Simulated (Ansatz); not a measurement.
# C4H6O2: up Jacob's ladder to CCSD(T)

The task here is to estimate one member of a computed series from the others.

Computed with Ansatz 0.2.0, Gaussian basis. Level: functionals in def2-TZVPP, the program's frozen cores in correlated methods.

Plan: PBE-D4, r2SCAN-D4, PBE0-D4, B3LYP-D4, ωB97X-V, ωB97M-V, B2PLYP; CCSD(T)/def2-TZVPP; MP2/def2-QZVPP; extrapolation to the limit.

### Structure used throughout

All runs share one geometry, relaxed beforehand with PBE0-D4 in a triple-zeta def2 set.

SMILES `C/C=C(\O)C=O`, 12 atoms, charge 0, spin multiplicity 1.

Atoms are counted from 1 here; the program's logs count them from 0.

Bond lengths: C1–C2 1.482 Å, C1–H7 1.089 Å, C1–H8 1.095 Å, C1–H9 1.095 Å, C2–C3 1.335 Å, C2–H10 1.085 Å, C3–O4 1.361 Å, C3–C5 1.474 Å, O4–H11 0.962 Å, C5–O6 1.201 Å, C5–H12 1.119 Å. Angles: C2–C1–H7 111.9°, C2–C1–H8 110.6°, C2–C1–H9 110.6°, H7–C1–H8 108.6°, H7–C1–H9 108.6°, H8–C1–H9 106.4°, C1–C2–C3 125.5°, C1–C2–H10 119.4°, C3–C2–H10 115.1°, C2–C3–O4 122.1°, C2–C3–C5 121.3°, O4–C3–C5 116.6°, C3–O4–H11 109.4°, C3–C5–O6 126.2°, C3–C5–H12 113.6°, O6–C5–H12 120.2°.

As a file:

```xyz
12

C    -1.0056   -0.7435    1.4196
C    -0.4438    0.2925    0.5209
C     0.3899    0.0659   -0.4970
O     0.8181   -1.1860   -0.8167
C     0.8947    1.1698   -1.3339
O     0.6298    2.3347   -1.2067
H    -0.6550   -1.7410    1.1576
H    -2.0998   -0.7364    1.3797
H    -0.7335   -0.5398    2.4603
H    -0.7109    1.3326    0.6742
H     1.4078   -1.1385   -1.5758
H     1.5852    0.8344   -2.1483
```

The first run:

Contents of in.yaml:

```yaml
crystal:
  periodic: [false, false, false]
  atoms:
    - {symbol: C, position_ang: [-1.005606, -0.743501, 1.419587]}
    - {symbol: C, position_ang: [-0.443821, 0.292471, 0.520933]}
    - {symbol: C, position_ang: [0.389881, 0.065883, -0.496976]}
    - {symbol: O, position_ang: [0.818103, -1.185965, -0.816669]}
    - {symbol: C, position_ang: [0.894685, 1.169759, -1.333884]}
    - {symbol: O, position_ang: [0.629763, 2.334710, -1.206729]}
    - {symbol: H, position_ang: [-0.654997, -1.741001, 1.157617]}
    - {symbol: H, position_ang: [-2.099755, -0.736408, 1.379705]}
    - {symbol: H, position_ang: [-0.733505, -0.539782, 2.460342]}
    - {symbol: H, position_ang: [-0.710857, 1.332595, 0.674168]}
    - {symbol: H, position_ang: [1.407808, -1.138454, -1.575782]}
    - {symbol: H, position_ang: [1.585201, 0.834392, -2.148311]}
basis:
  gaussian: {orbitals: def2-TZVPP}
hamiltonian: {xc: pbe, dispersion: d4}
output: {forces: true, orbitals: {seedname: orbitals}}
```

Launch:

```bash
$ ansatz run in.yaml --threads 4 --pin off --events-out ev --progress --plain --max-ram 10444MiB
```

Steps of the session up to this table: PBE-D4 (GGA); r2SCAN-D4 (meta-GGA); PBE0-D4 (hybrid); B3LYP-D4 (hybrid); ωB97X-V (range-separated); ωB97M-V (range-separated); B2PLYP (double hybrid); CCSD(T) in def2-TZVPP; MP2 in def2-QZVPP.

One of the session's tables, all rows but one given; the rest of the session is left out.

It belongs to the step «Atomisation energies». 

```
            method  atoms, summed (eV)  atomisation energy (eV)
            PBE-D4           -8277.729                   55.113
         r2SCAN-D4           -8284.465                   53.459
           PBE0-D4           -8279.470                   53.589
          B3LYP-D4           -8289.769                   53.176
           ωB97X-V           -8286.579                   53.117
           ωB97M-V           -8285.991                   53.266
            B2PLYP           -8283.244                   52.682
     HF/def2-TZVPP                   ?                        ?
    MP2/def2-TZVPP           -8270.841                   53.033
   CCSD/def2-TZVPP           -8273.966                   50.674
CCSD(T)/def2-TZVPP           -8274.342                   51.683
           MP2/CBS           -8273.669                   54.389
       CCSD(T)/CBS           -8277.170                   53.039
```

Estimate the missing values for HF/def2-TZVPP.

The run gave: atoms, summed (eV): -8255.935; atomisation energy (eV): 37.576. In the column «atoms, summed (eV)» it is the highest.

To keep in mind: Free atoms (4 C, 2 O, 6 H) were run apart at each level; the atomisation energy is their sum less the molecule, without zero-point or spin-orbit terms.
